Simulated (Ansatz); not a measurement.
**AlBH₃+ (triplet): from Hartree-Fock to the top rungs, cc-pVTZ**

The task here is to estimate one member of a computed series from the others.

Program: Ansatz 0.2.0, Gaussian basis. Level of theory: cc-pVTZ, core rule «outside noble gas», up to 6 orbitals frozen. These are calculated values, not measurements.

Plan: UHF; CCSD(T) on ROHF; CCSD(T) on UHF; BCCD(T) on ROHF; CCSDT(Q) on ROHF; CCSDT(Q) on UHF.

10 further runs of the same task are left out: 6 for a known fault of the program, 4 set aside as unsound or not needed.

## What is computed

The geometry is a PBE0/def2-TZVP stationary point (not a proven minimum) of the parent state, kept for this charge and spin.

5 atoms, charge 1, spin multiplicity 3.

Atoms are counted from 1 here; the program's logs count them from 0.

Bond lengths: B1–Al2 1.995 Å, B1–H3 1.197 Å, B1–H4 1.197 Å, Al2–H5 1.587 Å. Angles: Al2–B1–H3 119.3°, Al2–B1–H4 119.3°, H3–B1–H4 121.4°, B1–Al2–H5 180.0°.

The first run:

File in.yaml:

```yaml
crystal:
  periodic: [false, false, false]
  atoms:
    - {symbol: B, position_ang: [0.000000, 0.000000, 1.378062]}
    - {symbol: Al, position_ang: [0.000000, 0.000000, -0.616560]}
    - {symbol: H, position_ang: [0.000000, 1.043975, 1.963476]}
    - {symbol: H, position_ang: [0.000000, -1.043975, 1.963476]}
    - {symbol: H, position_ang: [0.000000, 0.000000, -2.203146]}
basis:
  gaussian: {orbitals: cc-pVTZ}
total_charge: 1
magnetization: {spin_polarized: true, initial_magnetization: 2}
hamiltonian: {xc: hf}
output: {orbitals: {seedname: orbitals}}
```

Started as:

```bash
$ ansatz run in.yaml --threads 1 --pin off --events-out ev --progress --plain --max-ram 3968MiB --backend cpu
```

Steps of the session up to this table: UHF; CCSD(T) on ROHF; CCSD(T) on UHF; BCCD(T) on ROHF; CCSDT(Q) on ROHF; CCSDT(Q) on UHF.

One table of the session follows, with a row left open; its other results are not shown here.

It belongs to the step «Misses and costs». 

```
   method  from UCCSDT(Q) (meV)
     ROHF               +4889.5
      UHF               +4810.4
     RMP2               +1084.1
     UMP2               +1067.0
    RCCSD                +195.3
    UCCSD                +192.1
 RCCSD(T)                 +44.8
 UCCSD(T)                 +43.2
  BCCD(T)                 +43.7
   RCCSDT                  +7.2
   UCCSDT                  +5.8
RCCSDT(Q)                     ?
UCCSDT(Q)                     0
```

**Question.** Estimate the row for RCCSDT(Q).

The run gave: from UCCSDT(Q) (meV): +2.0. In the column «from UCCSDT(Q) (meV)» it lies between UCCSDT(Q) (0) and UCCSDT (+5.8).

Limits of these values: Restricted and unrestricted rows rest on different reference determinants; where their highest levels disagree by more than a few hundredths of an eV, they describe different states and don't form one ladder.
